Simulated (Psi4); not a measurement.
# H3NO (hydroxylamine): a chain of runs

Wanted: a structure relaxation (B3LYP-D4/aug-cc-pVDZ), then vibrational wavenumbers, then a single-point energy (MP2/cc-pVTZ), then the excited states (TDA-B3LYP/aug-cc-pVDZ) of H3NO (hydroxylamine). 

The calculation is run with Psi4 1.11.

## 1. The system as given

H3NO: 5 atoms, total charge 0, spin state singlet. SMILES: `NO`. All atoms were displaced at random from a relaxed shape. The run starts from this shape.

Bond lengths: N1–O2 1.482 Å, N1–H3 0.994 Å, N1–H4 1.021 Å, O2–H5 0.863 Å. Angles: N1–O2–H5 108.5°, O2–N1–H3 107.1°, O2–N1–H4 103.4°, H3–N1–H4 107.2°.

## 2. A structure relaxation at B3LYP-D4/aug-cc-pVDZ (density fitting) (run 1)

Input file calc.in:

```
memory 1.6 GB

molecule m {
  0 1
  N     -0.21552704    -0.75636666    -0.62868543
  O      0.73735224     1.41231894     0.86637707
  H     -0.23224923    -2.24908589     0.51012590
  H     -2.05272256    -0.28573982    -0.98027275
  H      2.05692531     2.01437435     0.12256953
  units au
}

set {
  geom_maxiter 60
}

optimize("b3lyp-d4/aug-cc-pVDZ")
```

Run with:

```console
$ psi4 calc.in calc.out -n 1
```

calc.out:

```text
[...]
  Running in c1 symmetry.
[...]
  Nuclear repulsion =   39.143005641761967
[...]
  Multiplicity = 1
[...]
  Nalpha       = 9
  Nbeta        = 9
[...]
    Number of basis functions: 73
[...]
   @DF-RKS iter   1:  -131.53773217021427   -3.10652e-01   9.18450e-03 DIIS/ADIIS
[...]
   @DF-RKS iter   7:  -131.74662375169382   -7.10543e-13   1.61382e-09 DIIS
[...]
    Orbital Energies [Eh]
    ---------------------
    Doubly Occupied:
       1A    -19.180542     2A    -14.377946     3A     -1.063658
       4A     -0.813891     5A     -0.507693     6A     -0.505275
       7A     -0.446320     8A     -0.304053     9A     -0.273255
[...]
  @DF-RKS Final Energy:  -131.74662375169382
   => Energetics <=
    Nuclear Repulsion Energy =             39.1376618779623868
    One-Electron Energy =                -257.1923375990488694
    Two-Electron Energy =                  99.7126185474776463
    DFT Exchange-Correlation Energy =     -13.4029041649648288
    Empirical Dispersion Energy =          -0.0016624131201488
    VV10 Nonlocal Energy =                  0.0000000000000000
    Total Energy =                       -131.7466237516938179
[...]
 Multipole Moments:
 ------------------------------------------------------------------------------------
     Multipole            Electronic (a.u.)      Nuclear  (a.u.)        Total (a.u.)
 ------------------------------------------------------------------------------------
 L = 1.  Multiply by 2.5417464519 to convert [e a0] to [Debye]
 Dipole X            :          0.3153263           -0.4198740           -0.1045477
 Dipole Y            :          0.5794673           -0.7590808           -0.1796135
 Dipole Z            :          0.3576723           -0.4585047           -0.1008325
 Magnitude           :                                                    0.2309944
[...]
  -Total Gradient:
     Atom            X                  Y                   Z
    ------   -----------------  -----------------  -----------------
       1       -0.000059591495    -0.000044548815    -0.000055694454
       2       -0.000171543589    -0.000042656565     0.000155187915
       3        0.000018519874     0.000012915491     0.000012889593
       4        0.000006581808    -0.000008944491    -0.000001022492
       5        0.000213293412     0.000087993147    -0.000113559412
[...]
    Final optimized geometry and variables:
    Molecular point group: c1
    Full point group: C1
    Geometry (in Bohr), charge = 0, multiplicity = 1:
    N           -0.421046218136    -1.041500734524    -0.819487842187
    O            0.422161086017     1.008744548305     0.776083577907
    H           -0.443058517152    -2.567854157857     0.363560156656
    H           -2.275122755967    -0.625470259839    -1.164468698817
    H            1.868342117204     1.654792418288    -0.129849909357
    Psi4 run time: 0:00:34.49
[...]
```

The script printed:

```text
Optimizer: Optimization complete!
```

It took 37 s on 1 thread of Intel Xeon Platinum 8259CL at 2.50GHz (Skylake/Cascade Lake), shared host; peak memory 0.5 GiB.

The path in brief:

| step | energy from the first frame kept (eV) | largest force (eV/Å) |
| --- | --- | --- |
| 0 | 0.0000 | 8.7314 |
| 1 | -0.4225 | 0.6988 |
| 2 | -0.4348 | 0.2816 |
| 3 | -0.4395 | 0.0382 |
| 4 | -0.4396 | 0.0132 |

After the run. Bond lengths: N1–O2 1.445 Å, N1–H3 1.022 Å, N1–H4 1.022 Å, O2–H5 0.966 Å. Angles: N1–O2–H5 102.7°, O2–N1–H3 103.8°, O2–N1–H4 103.8°, H3–N1–H4 105.6°.

## 3. Vibrational wavenumbers at B3LYP-D4/aug-cc-pVDZ (density fitting) (run 2)

Input file input.inp:

```
memory 1.6 GB

molecule system {
  N     -0.16224433    -0.69403215    -0.67704163
  O      0.68096281     1.35621298     0.91852973
  H     -0.18425586    -2.22038473     0.50600630
  H     -2.01632077    -0.27800139    -1.02202247
  H      2.12714376     2.00226121     0.01259691
  units au
}

set t 600.0
set rotational_symmetry_number 1

E, wfn = freq('b3lyp-d4/aug-cc-pVDZ', return_wfn=True)
```

Run with:

```console
$ psi4 -i input.inp -o input.out -n 1
```

input.out:

```text
[...]
  Running in c1 symmetry.
[...]
  Nuclear repulsion =   39.137666369353106
[...]
  Multiplicity = 1
[...]
  Nalpha       = 9
  Nbeta        = 9
[...]
    Number of basis functions: 73
[...]
   @DF-RKS iter   1:  -131.55268118030642   -3.02765e-01   9.09533e-03 ADIIS/DIIS
[...]
   @DF-RKS iter  10:  -131.74662204019646   -1.47793e-12   3.11774e-09 DIIS
[...]
    Orbital Energies [Eh]
    ---------------------
    Doubly Occupied:
       1A    -19.180620     2A    -14.377915     3A     -1.063589
       4A     -0.813833     5A     -0.507657     6A     -0.505031
       7A     -0.446437     8A     -0.304003     9A     -0.273359
[...]
  @DF-RKS Final Energy:  -131.74662204019646
   => Energetics <=
    Nuclear Repulsion Energy =             39.1363108089827634
    One-Electron Energy =                -257.1901269411551425
    Two-Electron Energy =                  99.7115906552846099
    DFT Exchange-Correlation Energy =     -13.4027340803968560
    Empirical Dispersion Energy =          -0.0016624829118178
    VV10 Nonlocal Energy =                  0.0000000000000000
    Total Energy =                       -131.7466220401964563
[...]
 Multipole Moments:
 ------------------------------------------------------------------------------------
     Multipole            Electronic (a.u.)      Nuclear  (a.u.)        Total (a.u.)
 ------------------------------------------------------------------------------------
 L = 1.  Multiply by 2.5417464519 to convert [e a0] to [Debye]
 Dipole X            :          0.3151917           -0.4198736           -0.1046819
 Dipole Y            :          0.5794477           -0.7590800           -0.1796323
 Dipole Z            :          0.3577277           -0.4585044           -0.1007767
 Magnitude           :                                                    0.2310455
[...]
  -Total Gradient:
     Atom            X                  Y                   Z
    ------   -----------------  -----------------  -----------------
       1       -0.000042007493     0.000058428361    -0.000179562989
       2       -0.001076842151    -0.000373731284     0.000698522250
       3       -0.000067758752     0.000056801741    -0.000008318020
       4        0.000293393038    -0.000034552906     0.000172900344
       5        0.000900490119     0.000297859793    -0.000685693450
[...]
  ==> Harmonic Vibrational Analysis <==
[...]
  Freq [cm^-1]                 401.1128            928.6538           1138.9788
[...]
  IR activ [km/mol]            163.6458            13.1043             124.5116
[...]
  Freq [cm^-1]                1323.5136           1385.0981           1640.1468
[...]
  IR activ [km/mol]             0.0320             26.2227             12.9837
[...]
  Freq [cm^-1]                3429.4355           3511.8098           3799.0098
[...]
  IR activ [km/mol]             2.4418              1.9410             41.7601
[...]
  Total E_0, Enthalpy at 0 [K]                                                         -131.70662423 [Eh]
[...]
  Total H, Enthalpy at  600.00 [K]                                                     -131.69636148 [Eh]
[...]
  Total G, Gibbs energy at  600.00 [K]                                                 -131.75831083 [Eh]
[...]
```

On the terminal:

```text
Warning: used thermodynamics relations inappropriate for low-frequency modes: ['401.1128']
```

Run time: 3 min. Hardware: 1 thread of Intel Xeon Platinum 8259CL at 2.50GHz (Skylake/Cascade Lake), shared host; peak memory 0.49 GiB.

## 4. The energy at MP2/cc-pVTZ (density fitting, density fitting for correlation) (run 3)

Input file h3no.py:

```python
import psi4

psi4.set_memory('1600 MB')
psi4.set_num_threads(1)
psi4.core.set_output_file('psi4.out', False)

mol = psi4.geometry("""
N     -0.085856    -0.367266    -0.358275
O      0.360350     0.717677     0.486065
H     -0.097504    -1.174977     0.267767
H     -1.066991    -0.147112    -0.540831
H      1.125636     1.059551     0.006666
""")

psi4.set_options(dict(reference='rhf', freeze_core='true'))

e, wfn = psi4.energy("mp2/cc-pVTZ", return_wfn=True)
print(f'total energy {e:.8f} hartree = {e * 27.211386:.5f} eV')
```

Run with:

```console
$ python h3no.py
```

psi4.out:

```text
[...]
  Running in c1 symmetry.
[...]
  Nuclear repulsion =   39.137666402937867
[...]
  Multiplicity = 1
[...]
  Nalpha       = 9
  Nbeta        = 9
[...]
    Number of basis functions: 102
[...]
   @DF-RHF iter   1:  -130.97990069926880   -6.96687e-01   3.54023e-03 DIIS/ADIIS
[...]
   @DF-RHF iter  11:  -131.04053534872227   -3.12639e-12   2.36026e-09 DIIS
[...]
    Orbital Energies [Eh]
    ---------------------
    Doubly Occupied:
       1A    -20.580690     2A    -15.604145     3A     -1.386577
       4A     -1.076322     5A     -0.682825     6A     -0.668697
       7A     -0.611021     8A     -0.479320     9A     -0.427345
[...]
  @DF-RHF Final Energy:  -131.04053534872227
   => Energetics <=
    Nuclear Repulsion Energy =             39.1376664029378674
    One-Electron Energy =                -257.3225177007763591
    Two-Electron Energy =                  87.1443159491162191
    Total Energy =                       -131.0405353487222726
[...]
 Multipole Moments:
 ------------------------------------------------------------------------------------
     Multipole            Electronic (a.u.)      Nuclear  (a.u.)        Total (a.u.)
 ------------------------------------------------------------------------------------
 L = 1.  Multiply by 2.5417464519 to convert [e a0] to [Debye]
 Dipole X            :          0.3082947           -0.4198736           -0.1115789
 Dipole Y            :          0.5454812           -0.7590800           -0.2135989
 Dipole Z            :          0.3230748           -0.4585044           -0.1354297
 Magnitude           :                                                    0.2764336
[...]
```

The script printed:

```text
total energy -131.50780666 hartree = -3578.50969 eV
```

It took 3.9 s on 1 thread of Intel Xeon Platinum 8259CL at 2.50GHz (Skylake/Cascade Lake), shared host; peak memory 0.22 GiB.

## 5. The vertical excitations at TDA-B3LYP/aug-cc-pVDZ (density fitting, save jk yes) (run 4)

Input file calc.py:

```python
import psi4

psi4.set_memory('1600 MB')
psi4.set_num_threads(1)
psi4.core.set_output_file('run.log', False)

mol = psi4.geometry("""
0 1
N
O 1 1.445376
H 1 1.021989 2 103.82292
H 1 1.021969 3 105.58915 2 -108.91736
H 2 0.96559 1 102.73312 4 -124.99957
units angstrom
""")

psi4.set_options({
    'basis': 'aug-cc-pVDZ',
    'reference': 'rks',
    'save_jk': True,
})

from psi4.driver.procrouting.response.scf_response import tdscf_excitations
result, w = psi4.energy("b3lyp", return_wfn=True)
states = tdscf_excitations(w, states=6, tda=True)
for k, s in enumerate(states, 1):
    print(f"root {k}: {s['EXCITATION ENERGY'] * 27.211386:.4f} eV  f = {s['OSCILLATOR STRENGTH (LEN)']:.4f}  {s['SYMMETRY']}")
print(f'total energy {result:.8f} hartree = {result * 27.211386:.5f} eV')
```

Run with:

```console
$ python calc.py
```

run.log:

```text
[...]
  Running in c1 symmetry.
[...]
  Nuclear repulsion =   39.137661315120205
[...]
  Multiplicity = 1
[...]
  Nalpha       = 9
  Nbeta        = 9
[...]
    Number of basis functions: 73
[...]
   @DF-RKS iter   1:  -131.55101880571422   -3.02766e-01   9.09533e-03 DIIS/ADIIS
[...]
   @DF-RKS iter   7:  -131.74496133704562   -3.07142e-07   6.92512e-07 DIIS
[...]
    Orbital Energies [Eh]
    ---------------------
    Doubly Occupied:
       1A    -19.180544     2A    -14.377945     3A     -1.063660
       4A     -0.813890     5A     -0.507691     6A     -0.505276
       7A     -0.446321     8A     -0.304055     9A     -0.273255
[...]
  @DF-RKS Final Energy:  -131.74496133704562
   => Energetics <=
    Nuclear Repulsion Energy =             39.1376613151202051
    One-Electron Energy =                -257.1921679204046995
    Two-Electron Energy =                  99.7124321998055336
    DFT Exchange-Correlation Energy =     -13.4028869315666679
    Empirical Dispersion Energy =           0.0000000000000000
    VV10 Nonlocal Energy =                  0.0000000000000000
    Total Energy =                       -131.7449613370456234
[...]
 Multipole Moments:
 ------------------------------------------------------------------------------------
     Multipole            Electronic (a.u.)      Nuclear  (a.u.)        Total (a.u.)
 ------------------------------------------------------------------------------------
 L = 1.  Multiply by 2.5417464519 to convert [e a0] to [Debye]
 Dipole X            :         -0.0956671            0.1342535            0.0385864
 Dipole Y            :         -0.0672925            0.0955124            0.0282199
 Dipole Z            :          0.7412232           -0.9672519           -0.2260287
 Magnitude           :                                                    0.2310287
[...]
**********                               WARNING                                **********
**********       The names of excited state variables changed between 1.5       **********
[...]
**********                               WARNING                                **********
**********  Length-gauge rotatory strengths are **NOT** gauge-origin invariant  **********
[...]
                                    Excitation Energy         Total Energy        Oscillator Strength             Rotatory Strength
[...]
Excited State    1 (1 A):   0.21901 au   208.04 nm f = 0.0174
[...]
Excited State    3 (1 A):   0.24896 au   183.02 nm f = 0.0049
[...]
Excited State    4 (1 A):   0.26236 au   173.67 nm f = 0.0209
[...]
Excited State    5 (1 A):   0.26295 au   173.28 nm f = 0.0000
[...]
Excited State    6 (1 A):   0.28695 au   158.79 nm f = 0.0586
[...]
**********                               WARNING                                **********
**********       The names of excited state variables changed between 1.5       **********
[...]
```

The script printed:

```text
root 1: 5.9597 eV  f = 0.0174  A
root 2: 6.3748 eV  f = 0.0193  A
root 3: 6.7745 eV  f = 0.0049  A
root 4: 7.1391 eV  f = 0.0209  A
root 5: 7.1552 eV  f = 0.0000  A
root 6: 7.8082 eV  f = 0.0586  A
total energy -131.74496134 hartree = -3584.96300 eV
```

Run time: 23 s. Hardware: 1 thread of Intel Xeon Platinum 8259CL at 2.50GHz (Skylake/Cascade Lake), shared host; peak memory 0.47 GiB.

The roots found:

```
excited state  energy (eV)  strength  label
            1        5.960    0.0174    A 1
            2        6.375    0.0192    A 1
            3        6.775    0.0049    A 1
            4        7.139    0.0209    A 1
            5        7.155    0.0000    A 1
            6        7.808    0.0586    A 1
```

## 6. Outcome

| quantity | value |
| --- | --- |
| run 1, B3LYP-D4/aug-cc-pVDZ: total energy at the end | -131.74662 Eh |
| run 1, B3LYP-D4/aug-cc-pVDZ: dipole moment | 0.59 D |
| run 1, B3LYP-D4/aug-cc-pVDZ: HOMO energy | -7.44 eV |
| run 1, B3LYP-D4/aug-cc-pVDZ: LUMO energy | -0.40 eV |
| run 1, B3LYP-D4/aug-cc-pVDZ: HOMO–LUMO gap | 7.04 eV |
| run 1, B3LYP-D4/aug-cc-pVDZ: dispersion energy | -4.36 kJ/mol |
| run 2, B3LYP-D4/aug-cc-pVDZ: lowest harmonic wavenumber | 401 cm⁻¹ |
| run 2, B3LYP-D4/aug-cc-pVDZ: highest harmonic wavenumber | 3799 cm⁻¹ |
| run 2, B3LYP-D4/aug-cc-pVDZ: zero-point energy | 105.0 kJ/mol |
| run 2, B3LYP-D4/aug-cc-pVDZ: ideal-gas entropy at 600 K (symmetry number 1 as used) | 64.8 cal/(mol K) |
| run 3, MP2/cc-pVTZ: total energy | -131.50781 Eh |
| run 3, MP2/cc-pVTZ: HOMO energy (Hartree–Fock orbitals) | -11.63 eV |
| run 3, MP2/cc-pVTZ: LUMO energy (Hartree–Fock orbitals) | 3.97 eV |
| run 3, MP2/cc-pVTZ: HOMO–LUMO gap (Hartree–Fock orbitals) | 15.60 eV |
| run 3, MP2/cc-pVTZ: correlation energy (2 core orbitals frozen) | -467.3 mEh |
| run 4, TDA-B3LYP/aug-cc-pVDZ: ground-state or mean-field energy | -131.74496 Eh |
| run 4, TDA-B3LYP/aug-cc-pVDZ: dipole moment (B3LYP Kohn–Sham density) | 0.59 D |
| run 4, TDA-B3LYP/aug-cc-pVDZ: HOMO energy (B3LYP Kohn–Sham orbitals) | -7.44 eV |
| run 4, TDA-B3LYP/aug-cc-pVDZ: LUMO energy (B3LYP Kohn–Sham orbitals) | -0.40 eV |
| run 4, TDA-B3LYP/aug-cc-pVDZ: HOMO–LUMO gap (B3LYP Kohn–Sham orbitals) | 7.04 eV |
| run 4, TDA-B3LYP/aug-cc-pVDZ: lowest excitation energy | 5.96 eV |

**Reading.** The optimisation (run 1, B3LYP-D4/aug-cc-pVDZ) took 5 steps and changed the energy by -0.440 eV. All 9 modes (run 2, B3LYP-D4/aug-cc-pVDZ) are real, so the shape is a minimum at this level. The brightest of the 6 transitions from the ground state lies at 7.81 eV (159 nm, f = 0.059); the lowest, at 5.96 eV, has f = 0.017. Roots above 7.4 eV lie over the negative of the HOMO energy, where those of Rydberg kind are poorly described; valence roots are less touched.
